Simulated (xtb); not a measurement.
xtb input (GFN1-xTB):

```bash
xtb mol.xyz --gfn 1 --sp --chrg -1 --uhf 0
```
mol.xyz:
```
10

N     -0.01145875    -0.00903780     1.39223881
C      0.01263897     0.00996867    -1.53563569
C     -0.00474267     1.12265867     0.67570418
C     -0.00625950    -1.13133635     0.66105976
C      0.00517208    -1.15387594    -0.73066420
C      0.00673140     1.16326450    -0.71560952
H     -0.00886093     2.04844858     1.25811413
H     -0.01162882    -2.06460934     1.23139120
H      0.00828127    -2.14459563    -1.19613558
H      0.01117802     2.15994364    -1.16816858
```

End of the output:

```
         :::::::::::::::::::::::::::::::::::::::::::::::::::::
         ::                     SUMMARY                     ::
         :::::::::::::::::::::::::::::::::::::::::::::::::::::
         :: total energy             -16.029869255791 Eh    ::
         :: gradient norm              0.012636069546 Eh/a0 ::
         :: HOMO-LUMO gap              2.121841292923 eV    ::
         ::.................................................::
         :: SCC energy               -16.255165221989 Eh    ::
         :: -> electrostatic           0.131307724837 Eh    ::
         :: repulsion energy           0.229080589847 Eh    ::
         :: dispersion energy         -0.003784623649 Eh    ::
         :: halogen bond corr.         0.000000000000 Eh    ::
         :: add. restraining           0.000000000000 Eh    ::
         :: total charge              -1.000000000000 e     ::
         :::::::::::::::::::::::::::::::::::::::::::::::::::::

           -------------------------------------------------
          |                Property Printout                |
           -------------------------------------------------

    * Orbital Energies and Occupations

         #    Occupation            Energy/Eh            Energy/eV
      -------------------------------------------------------------
         1        2.0000           -0.5373176             -14.6212
       ...           ...                  ...                  ...
         3        2.0000           -0.4191262             -11.4050
         4        2.0000           -0.3905843             -10.6283
         5        2.0000           -0.3820283             -10.3955
         6        2.0000           -0.3401763              -9.2567
         7        2.0000           -0.3182168              -8.6591
         8        2.0000           -0.3122442              -8.4966
         9        2.0000           -0.3019818              -8.2173
        10        2.0000           -0.2929910              -7.9727
        11        2.0000           -0.2374382              -6.4610
        12        2.0000           -0.2126506              -5.7865
        13        2.0000           -0.2105396              -5.7291
        14        2.0000           -0.2045661              -5.5665
        15        2.0000           -0.1205967              -3.2816 (HOMO)
        16                         -0.0426204              -1.1598 (LUMO)
        17                         -0.0327236              -0.8905
Note: The following floating-point exceptions are signalling: IEEE_DENORMAL
normal termination of xtb
        18                          0.0862297               2.3464
        19                          0.0869184               2.3652
        20                          0.0965537               2.6274
        21                          0.1142082               3.1078
        22                          0.1226525               3.3375
        23                          0.4075771              11.0907
        24                          0.4165764              11.3356
        25                          0.4419556              12.0262
        26                          0.4555427              12.3959
       ...                                ...                  ...
        32                          0.8140173              22.1505
      -------------------------------------------------------------
                  HL-Gap            0.0779762 Eh            2.1218 eV
             Fermi-level           -0.0816086 Eh           -2.2207 eV

  Mulliken/CM5 charges         n(s)   n(p)   n(d)
     1N    -0.42934 -0.61950   1.562  3.867  0.000
     2C    -0.45362 -0.45884   1.370  3.084  0.000
     3C     0.09423  0.11774   1.022  2.883  0.000
     4C     0.09423  0.11774   1.022  2.883  0.000
     5C    -0.03285 -0.07841   1.056  2.976  0.000
     6C    -0.03285 -0.07841   1.056  2.976  0.000
     7H    -0.05529  0.00944   1.055  0.000  0.000
     8H    -0.05529  0.00944   1.055  0.000  0.000
     9H    -0.06462 -0.00960   1.065  0.000  0.000
    10H    -0.06462 -0.00960   1.065  0.000  0.000

Wiberg/Mayer (AO) data.
largest (>0.10) Wiberg bond orders for each atom

 ---------------------------------------------------------------------------
     #   Z sym  total        # sym  WBO       # sym  WBO       # sym  WBO
 ---------------------------------------------------------------------------
     1   7 N    3.002 --     3 C    1.386     4 C    1.386     2 C    0.121
     2   6 C    3.019 --     6 C    1.385     5 C    1.385     1 N    0.121
     3   6 C    3.970 --     6 C    1.466     1 N    1.386     7 H    0.973
     4   6 C    3.970 --     5 C    1.466     1 N    1.386     8 H    0.973
     5   6 C    3.983 --     4 C    1.466     2 C    1.385     9 H    0.974
     6   6 C    3.983 --     3 C    1.466     2 C    1.385    10 H    0.974
     7   1 H    1.022 --     3 C    0.973
     8   1 H    1.022 --     4 C    0.973
     9   1 H    1.033 --     5 C    0.974
    10   1 H    1.033 --     6 C    0.974
 ---------------------------------------------------------------------------

Topologies differ in total number of bonds
Writing topology from bond orders to xtbtopo.mol

 dipole moment from electron density (au)
     X       Y       Z
  -0.0091  -0.0072   1.1028  total (Debye):    2.803

           -------------------------------------------------
          | TOTAL ENERGY              -16.029869255791 Eh   |
          | GRADIENT NORM               0.012636069546 Eh/α |
          | HOMO-LUMO GAP               2.121841292923 eV   |
           -------------------------------------------------

------------------------------------------------------------------------
------------------------------------------------------------------------
 total:
 SCF:
```

It need not be the lowest isomer of its formula. Whether it binds its extra electron was not tested at this geometry.
